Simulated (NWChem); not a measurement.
Molecule: nitrous oxide (N2O); SMILES N#[N+][O-]

All runs: NWChem. Pople sets run with spherical d functions. Structure relaxed at the PBE-D3(BJ)/def2-SVP level. Level: M05-2X/6-31G* with SMD (1 M gas to 1 M solution), gas-phase geometry.

```tsv
solvent	dielectric constant	solvation free energy (kcal/mol)	cavity-dispersion-structure term (kcal/mol)	dipole in solution (D)
water	78.4	…	…	0.25
N,N-dimethylformamide	37.2	1.6	2.8	0.13
chloroform	4.71	1.8	3.0	0.15
1-propanol	20.5	2.6	4.4	0.22
```

Fill in the missing entries.


- water, solvation free energy (kcal/mol): 0.3
- water, cavity-dispersion-structure term (kcal/mol): 2.2
